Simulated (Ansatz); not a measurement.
**Strength of the Si–H bond: how K changes with temperature for SiH3(SiH3) ⇌ SiH3(SiH2) + H**

Species: SiH3(SiH3) (disilane), singlet; SiH3(SiH2), doublet; H atom, doublet. 

The electronic reaction energy at CCSD(T)/CBS estimate is +393.6 kJ/mol. Shapes: PBE0-D4/def2-TZVP. Programs: Ansatz 0.2.0. Enthalpy and entropy come from rigid-rotor, harmonic-oscillator sums on unscaled PBE0-D4/def2-TZVP wavenumbers, ideal gases at 1 bar. Symmetry numbers: SiH3(SiH3) 6, SiH3(SiH2) 1. R = 8.3145 J/(mol K).

| T (K) | ΔH (kJ/mol) | ΔS (J/(mol K)) |
| --- | --- | --- |
| 500 | +377.7 | +139.9 |
| 700 | ? | ? |
| 900 | +380.4 | +144.2 |

Problem. Work out ln K at 500 and 900 K, and from these estimate it at 700 K.

Solution. 
1. 500 K: ΔG = +377.7 − 500 × (+139.9)/1000 = +307.8 kJ/mol; ln K = −ΔG/RT = -74.04.
2. 900 K: ΔG = +380.4 − 900 × (+144.2)/1000 = +250.6 kJ/mol; ln K = −ΔG/RT = -33.49.
3. Slope against 1000/T: (-33.49 − (-74.04))/(1.1111 − 2.0000) = -45.62, that is −ΔH/R with ΔH near +379 kJ/mol.
4. 700 K: ln K = -74.04 + (-45.62) × (1.4286 − 2.0000) = -47.97.

The full sums give ΔH = +379.4 kJ/mol, ΔS = +142.9 J/(mol K), ΔG = +279.4 kJ/mol and ln K = -48.01 at 700 K, so the line is off by +0.04 in ln K; without rounding the miss is +0.03, from the change of ΔH with temperature. The reactants are favoured over this whole range. The number of molecules rises, which sets the sign of ΔS, and lower pressure favours the products. An error of 10 kJ/mol in the energy moves ln K by 1.7 at 700 K. Soft modes are treated as harmonic, which can err either way at these temperatures; the lowest are those of SiH3(SiH3) (135 cm⁻¹), SiH3(SiH2) (130 cm⁻¹). Open shells run unrestricted. The CBS estimate extrapolates MP2 from def2-TZVPP and def2-QZVPP and adds CCSD(T) − MP2 in the triple-zeta set, cores frozen.
